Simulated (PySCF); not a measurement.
**A ladder for the ionisation energy of Cl**

Cl [Ne] 3s2 3p5 (2P) → Cl⁺ [Ne] 3s2 3p4 (3P). Scalar values calculated with PySCF 2.14 in x2c-QZVPPall with one added diffuse shell each of s, p, d, f type (spin-free X2C; valence: [Ne] frozen; valence and next inner shell: 1s2 frozen). The spin-orbit shift comes from two-component X2C-1e calculations (generalised Hartree-Fock, GHF, and MP2 on its spinors, GMP2) in x2c-QZVPPall-2c: GMP2 gives 12.821 eV without and 12.814 eV with screened spin-orbit coupling, a shift of -0.008 eV (GHF: -0.008 eV). Sums use unrounded values; where a UHF row is shifted, it takes the GHF shift.

| method | scalar (eV) |
| --- | --- |
| UHF | 11.746 |
| MP2 (valence) | 12.836 |
| SCS-MP2 (valence) | 12.851 |
| CCSD (valence) | 12.807 |
| CCSD(T) (valence) | 12.863 |
| LDA | 13.186 |
| PBE | 12.952 |
| PBE0 | 12.936 |
| r2SCAN | 12.996 |
| M06 | 12.903 |
| LC-wPBE | 13.037 |
| B2PLYP | 12.907 |
| BHandHLYP | 12.857 |
| ROHF | 11.767 |
| MP2 (valence and next inner shell) | 12.846 |
| SCS-MP2 (valence and next inner shell) | 12.858 |
| CCSD (valence and next inner shell) | 12.810 |
| CCSD(T) (valence and next inner shell) | 12.868 |

Form a composite estimate from CCSD(T) (valence and next inner shell) and the spin-orbit shift, and compare it with the reference, 12.968 eV (measured; NIST Atomic Spectra Database, ionization energies).

12.868 + (-0.008) = 12.861 eV, an error of -0.107 eV.

The errors of the correlated levels include the incompleteness of the basis and the frozen core, so a lower level can come closer by cancellation.
